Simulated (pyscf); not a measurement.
HB=NH + H• → [HB–NH₂]•, an addition (doublet surface; none broken, H–N formed). Optimised with ωB97X-D3(BJ)/def2-SVP in PySCF. Correlated levels are frozen-core, on RHF or UHF. ΔMP2 is the change of the MP2 total energy from the triple- to the quadruple-zeta basis. Energies in kcal/mol from the separated reactants.

Small-basis levels: PySCF, no dispersion term, spherical d functions. AM1 to PM7: differences of heats of formation from MOPAC. Open shells are spin-unrestricted. 

| level | barrier | reaction energy |
|---|---|---|
| HF/STO-3G | 18.4 | -51.4 |
| HF/3-21G | 18.0 | -36.3 |
| HF/6-31G* | 18.9 | -35.9 |
| BP86/6-31G* | 1.3 | -38.2 |
| PBE/6-31G* | 3.5 | -36.1 |
| B3LYP/STO-3G | 4.3 | -46.2 |
| B3LYP/LANL2DZ | 6.7 | -37.3 |
| B3LYP/6-31G* | 5.2 | -36.6 |
| M06-2X/6-31G* | 9.9 | -36.0 |
| PBE/def2-SVP | 3.4 | -36.2 |
| AM1 | 5.2 | -37.4 |
| PM6 | 6.4 | -32.8 |
| CCSD(T)/def2-TZVPP + ΔMP2(QZVPP) | 9.5 | -35.6 |

Against the last row the barrier runs from -8.1 (BP86/6-31G*) to +9.5 kcal/mol (HF/6-31G*). CCSD(T)/def2-TZVPP + ΔMP2(QZVPP) has limits of its own. One saddle was located; it need not be the lowest between these sides. The CCSD(T) − MP2 part came from Ansatz, without density fitting, on the same reference.
